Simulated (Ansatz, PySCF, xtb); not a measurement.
Homolysis of single bonds, series In F-NH2. Gas-phase values, no solvent. One relaxed conformer stands for each flexible species; it need not be the lowest. Strings in code marks are SMILES.

Quantity: homolytic bond dissociation enthalpy at 298 K (no spin–orbit term), in kcal/mol. Enthalpy corrections at 298 K come from GFN2-xTB frequencies (xtb).

Level 1: PBE-D3(BJ)/def2-TZVP // PBE0-D3(BJ)/def2-TZVP (PySCF)
Level 2: PBE0-D3(BJ)/def2-TZVP (PySCF)
Level 3: frozen-core MP2/def2-TZVPP // PBE0-D3(BJ)/def2-TZVP (Ansatz, a quantum-chemistry and plane-wave program)
Level 4: M06-2X/6-31G* (LANL2DZ on In) // PBE0-D3(BJ)/def2-TZVP (PySCF)

```tsv
species	level 2	level 3	level 4
N–In bond of `[NH2][In]([NH2])[NH2]`, giving `[NH2]` and `[NH2][In][NH2]`	68.4	78.3	82.7
F–In bond of `[F][In]([F])[F]`, giving `[F]` and `[F][In][F]`	97.2	107.5	118.1
N–In bond of `[NH2][In]([F])[F]`, giving `[F][In][F]` and `[NH2]`	65.7	75.0	84.2
```

Task: What does level 1 give for each?

Result: 
- N–In bond of `[NH2][In]([NH2])[NH2]`, giving `[NH2]` and `[NH2][In][NH2]`: 67.5
- F–In bond of `[F][In]([F])[F]`, giving `[F]` and `[F][In][F]`: 101.8
- N–In bond of `[NH2][In]([F])[F]`, giving `[F][In][F]` and `[NH2]`: 65.9
